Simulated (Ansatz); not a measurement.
Process, species as SMILES: CN (CH3-NH2) + [H][H] (H2) → C (CH4) + N (NH3)
B3LYP-D3(BJ)/def2-TZVP geometries, fixed; electronic energies without zero-point terms.

Basis-set convergence of the energy of full hydrogenation at CCSD(T) with Ansatz (a program for electronic structure). Cartesian d functions, on some or all atoms, in 6-31G**; all else is spherical. Cores are frozen. No added dispersion term, no relativity. Functions are those of the species that has most. Reference: Hartree-Fock in cc-pVQZ plus the correlation part extrapolated as X^-3 from cc-pVTZ and cc-pVQZ, -26.57 kcal/mol, itself unsure by roughly 0.02 kcal/mol (a third of the extrapolation step and of the last Hartree-Fock step).

```
basis        functions  energy of full hydrogenation (kcal/mol)
-----------  ---------  ---------------------------------------
3-21G               28                                      ___
def2-SVP            53                                      ___
pcseg-1             53                                      ___
6-31G**             55                                   -24.87
6-311G**            66                                      ___
def2-SVPD           80                                   -26.64
def2-TZVPD         119                                   -25.43
aug-pcseg-2        207                                   -26.66
def2-QZVPPD        291                                   -26.68
```

Question: Fill in the missing entries.

Answer: 
- 3-21G, energy of full hydrogenation (kcal/mol): -21.93
- def2-SVP, energy of full hydrogenation (kcal/mol): -25.08
- pcseg-1, energy of full hydrogenation (kcal/mol): -26.14
- 6-311G**, energy of full hydrogenation (kcal/mol): -24.97
